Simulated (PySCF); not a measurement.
**Dipole moment and polarisability of `C=CPCOC`**

Species: C4H9OP.
Structure used (GFN2-xTB), in Å, numbered top down from 1:
```xyz
15
C4H9OP angstrom
C     -2.614    0.207    0.523
C     -1.836   -0.518   -0.262
P     -0.958    0.110   -1.723
C      0.768   -0.271   -1.139
O      0.938    0.354    0.103
C      2.213    0.158    0.658
H     -2.747    1.265    0.369
H     -3.150   -0.226    1.353
H     -1.730   -1.586   -0.108
H     -0.910    1.438   -1.300
H      1.493    0.102   -1.881
H      0.899   -1.364   -1.066
H      2.994    0.582    0.013
H      2.216    0.668    1.619
H      2.420   -0.909    0.808
```

Level: B3LYP/def2-SVPD (PySCF), static field, nuclei fixed, core orbitals frozen in the response. The polarisability tensor in these axes (au):

```
x   95.61 -3.52 -7.08
y   -3.52 70.19  1.73
z   -7.08  1.73 83.45
```

Q: Give the principal values, the mean and the anisotropy Δα = √{½[(α1 − α2)² + (α2 − α3)² + (α1 − α3)²]}.

A: Principal values 69.67, 80.20 and 99.39 au; mean 83.09 au = 12.31 Å³ = 13.70 × 10⁻⁴⁰ C²·m²/J; Δα = 26.11 au (31 % of the mean).

Q: What is the dipole moment, and where does it point?

A: (1.50, -0.51, 0.71) D, 1.73 D in size, pointing from the negative to the positive side. Measured along this direction, the outermost atoms are H7 at the negative end and H15 at the positive end.

Q: What would n − 1 = 2πNα be for an ideal gas of these molecules at 500 K and 1 atm, electronic part alone?

A: N = p/kT = 1.4678 × 10¹⁹ cm⁻³, so n − 1 = 2π × N × 12.31 × 10⁻²⁴ cm³ = 1135 × 10⁻⁶ at long wavelengths, for an ideal gas.

Q: What are the principal values of the traceless quadrupole moment, Θ = ½Σq(3rr − r²1), about the centre of nuclear charge?

A: -6.00, 1.41, 4.60 D·Å. The values depend on the origin, since the dipole doesn't vanish. The electronic extent ⟨r²⟩ about the same centre is 903 bohr², a root-mean-square distance of 2.13 Å for the 56 electrons.

Q: Sum over states: ᾱ = Σ f/ω², ω in Eh. What share falls to these 8 lowest TDDFT singlets (eV, f)? 5.59, 0.1860; 6.09, 0.0200; 6.30, 0.0083; 6.38, 0.0030; 6.61, 0.0178; 6.88, 0.0160; 6.91, 0.0197; 6.98, 0.0443.

A: They add up to 6.54 au, 7.9 % of the 83.09 au; the largest single term is 4.40 au, from the state at 5.59 eV. Terms in order: 4.40, 0.40, 0.16, 0.06, 0.30, 0.25, 0.31, 0.67 au. Higher excitations give the rest. The strengths listed sum to 0.315.

Q: Give the principal axes and the span of the nuclei along them.

A: Largest value along (0.90, -0.13, -0.41), where the nuclei span 5.98 Å; middle along (0.42, 0.01, 0.91), 4.37 Å; least along (0.12, 0.99, -0.06), 3.17 Å. The response follows the extents in order.

One conformer (not necessarily the lowest) at the GFN2-xTB geometry, without solvent, vibrations or thermal averaging.

The run behind these numbers computed excited states as well. The run took 27 s on one thread, Arm Neoverse V2, shared host.
